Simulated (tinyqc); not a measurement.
Geometry optimisation on the UHF/sto-6g surface (energies and gradients from PySCF), for NH3+, spin multiplicity 2, step by step. Computed by tinyqc, a small Python program that keeps every step (integrals from PySCF). Settings: charge = 1, multiplicity = 2, basis = sto-6g, optimiser = sd, first Hessian = 0.6, largest step = 0.1, iteration cap = 30. Command: `OMP_NUM_THREADS=1 python tinyqc.py 27681 27682 out.jsonl` (the two numbers bound the seeds that draw the settings). One thread of a shared host (Intel(R) Xeon(R) Processor @ 2.60GHz), about 6 s of CPU time with the checks.

positions at the start (bohr), order 1N, 2H, 3H, 4H:
```
[[0.001890, -0.109604, 0.600933],
 [1.768784, -0.141729, 0.058582],
 [-0.814472, 1.390838, -0.071810],
 [-0.939194, -1.405956, -0.037795]]
```

Stop when the largest gradient component is below 3e-5 hartree/bohr.

Course of the optimisation:
```
step   E (hartree)  largest gradient (hartree/bohr)
1     -55.67329925                         1.82e-01
2     -55.69530719                         9.78e-02
3     -55.70850416                         5.80e-02
4     -55.71719642                         4.27e-02
5     -55.72380718                         4.03e-02
6     -55.72873849                         3.24e-02
7     -55.73157770                         2.63e-02
8     -55.73330805                         2.14e-02
9     -55.73441252                         1.79e-02
10    -55.73514386                         1.48e-02
11    -55.73564130                         1.28e-02
12    -55.73598524                         1.05e-02
13    -55.73622321                         9.40e-03
14    -55.73638317                         8.10e-03
15    -55.73647915                         1.07e-02
16    -55.73651420                         1.42e-02
17    -55.73647754                         1.87e-02
18    -55.73634357                         2.48e-02
19    -55.73605504                         3.28e-02
20    -55.73552493                         4.29e-02
21    -55.73469062                         5.53e-02
22    -55.73555195                         4.38e-02
23    -55.73471658                         5.70e-02
24    -55.73556714                         4.47e-02
25    -55.73473134                         5.87e-02
26    -55.73557554                         4.55e-02
27    -55.73473939                         6.03e-02
28    -55.73557993                         4.62e-02
29    -55.73475969                         6.14e-02
30    -55.73556988                         4.69e-02
```

Can the last value be used, and what does the course show?

Not by the stop rule. Not converged within 30 steps: the energy rises at some steps, so steps overshoot. Reruns: method bfgs, first Hessian 0.6, largest step 0.3: converged in 13 (E = -55.73694).
